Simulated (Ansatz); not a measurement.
H₂SSi, SMILES [SiH]S: a test of scalar relativity, run with Ansatz 0.2.0 through its Python package.

Script `x2c_h2ssi.py`:
```python
import ansatz as az
from ase import Atoms
import numpy as np


def main() -> None:
    atoms = Atoms(["Si", "S", "H", "H"], positions=[
        [-0.1084, -1.0135, 0.2379],
        [0.1223, 1.0923, -0.2882],
        [0.9721, -1.4103, 1.0213],
        [-0.9305, 1.2711, -0.9913],
    ])
    system = az.Crystal.molecule_from_ase(atoms)

    model = system.calculation().functional("PBE0").forces()
    sets = {"none": "cc-pVTZ", "scalar": "cc-pVTZ-DK"}
    found = {kind: model.basis(gaussian=basis).pseudopotentials(relativity=kind).run(threads=1, backend="cpu").report for kind, basis in sets.items()}
    for kind, each in found.items():
        dipole = 4.803205 * np.linalg.norm(each["charge_distribution"]["dipole_moment_e_ang"])
        print(f"{kind:7s} E = {each['free_energy_ev']:.4f} eV  dipole {dipole:.3f} D  largest force component {np.abs(each['forces_ev_ang']).max():.4f} eV/A")
    print(f"relativity lowers the total energy by {found['none']['free_energy_ev'] - found['scalar']['free_energy_ev']:.3f} eV")


if __name__ == "__main__":
    main()
```

What does scalar relativity change in the total energy and in the dipole?

The total moves by -46.2 eV, nearly all in the cores, and the dipole from 0.02 to 0.03 D.

The output:

Output of `python x2c_h2ssi.py`:
```text
none    E = -18738.0599 eV  dipole 0.021 D  largest force component 3.3135 eV/A
scalar  E = -18784.2327 eV  dipole 0.028 D  largest force component 3.3208 eV/A
relativity lowers the total energy by 46.173 eV
```

What to keep in mind:
- Total energies depend on the basis set; only differences at equal settings carry meaning.
- The geometry is a force-field or estimated start, not a minimum of this method. The basis set changes with the Hamiltonian (a set recontracted for scalar relativity), and most of the change in the total lies in the cores.
- The whole script took 4.4 s on 1 thread of Arm Neoverse V1, with other jobs on the host, peak memory 0.22 GiB.
